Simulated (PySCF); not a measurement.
Run record: geometry optimisation, acetylene, `C#C`.

Computed with PBE/6-31+G* geometry optimisation, gas phase (PySCF 2.14.0). Start geometry: GFN2-xTB. A driver script takes a list of jobs; this job's settings line and coordinates (Å) are shown.

Input:
```
{"job": {"xc": "PBE", "basis": "6-31+G*", "grid": 1, "kind": "geom"}, "charge": 0, "multiplicity": 1}
C      0.539611    -0.005575     0.577130
C     -0.534464     0.007856     0.056156
H      1.484013    -0.017299     1.035275
H     -1.478926     0.019791    -0.401860
```

Task: Estimate the output.

Result: 
```
step   0  E = -77.21780235  max force = 0.028478
step   1  E = -77.21993088  max force = 0.004757
step   2  E = -77.21994095  max force = 0.000066
optimisation converged
```

Energies in Eh; «max force» is the largest Cartesian gradient component in Eh/bohr.

Task: How much energy does the optimisation release, in kcal/mol?

Result: E(step 0) − E(last step) = 0.002139 Eh, which is 1.3 kcal/mol.

Main results: final energy -77.21994 Eh after 2 steps; dipole 0.00 D.

Task: Where do the atoms end?

Result: 0.028 Å rms from the input after alignment:
```
atom  x, y, z in Å
C1     0.5504   -0.0058    0.5813
C2    -0.5471    0.0082    0.0522
H3     1.5184   -0.0180    1.0494
H4    -1.5151    0.0204   -0.4159
```

The run took 1.3 s of wall time on Arm Neoverse V2, one thread, no GPU, shared host with 192 logical CPUs at a one-minute load of 196, and the process peaked at 0.23 GiB of memory.
Labels such as C1 count atoms from 1, the log's own numbers from 0.
